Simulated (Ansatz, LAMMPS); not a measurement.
**fcc Rh: properties by level of theory**

Reference values: lattice constant a 3.794 Å (measured, static lattice: zero-point anharmonic expansion removed; as tabulated in Mejia-Rodriguez and Trickey (2018), arXiv:1807.09216); bulk modulus 271 GPa (measured, corrected for temperature and zero-point phonon effects, our sources range from 271 to 289; as tabulated in Levämäki et al. (2014), arXiv:1402.3671); elastic constant C11 413 GPa (measured, temperature not stated, no zero-point or thermal correction; as tabulated in Mehl and Papaconstantopoulos (1996), arXiv:mtrl-th/9602003); elastic constant C44 184 GPa (measured, temperature not stated, no zero-point or thermal correction; as tabulated in Mehl and Papaconstantopoulos (1996), arXiv:mtrl-th/9602003).

```tsv
level (code)	lattice constant a (Å)	bulk modulus (GPa)	elastic constant C11 (GPa)	elastic constant C44 (GPa)
MEAM library.meam-Rh (LAMMPS)	3.800	269	423	194
PBE (Ansatz)	3.830	257	412	185
HSE06 (Ansatz)	[?]	[?]	[?]	203
```

Problem. What belongs in the gaps?

Solution. 
- HSE06 (Ansatz, an electronic-structure program), lattice constant a (Å): 3.779
- HSE06 (Ansatz), bulk modulus (GPa): 291
- HSE06 (Ansatz), elastic constant C11 (GPa): 473

Differences from the reference values (errors of the level alone only where the reference is corrected to a static lattice):

| level | lattice constant a (%) | bulk modulus (%) | elastic constant C11 (%) | elastic constant C44 (%) |
|---|---|---|---|---|
| MEAM library.meam-Rh | +0.16 | -0.7 | +2.4 | +5.4 |
| PBE | +0.95 | -5.2 | -0.2 | +0.5 |
| HSE06 | -0.40 | +7.4 | +14.5 | +10.3 |

Nearest: lattice constant a, MEAM library.meam-Rh; bulk modulus, not told apart by this reference; elastic constant C11, not ranked (reference at room or unstated temperature); elastic constant C44, not ranked (reference at room or unstated temperature).

Empirical potentials (MEAM library.meam-Rh) are fitted to chosen data: where that held the value shown, agreement is built in, and what lay outside the fit can be far off.

Caveats: hybrids on metals are sensitive to the k mesh (HSE06). Ansatz's density-functional and Hartree–Fock values are scalar-relativistic unless marked +SOC, with PAW data made under PBE.

The crystal itself was run without spin with PBE, HSE06; a magnetic state was not tried in these runs.

Differences are worked out from the printed values.

Static lattice: no zero-point or thermal effects.
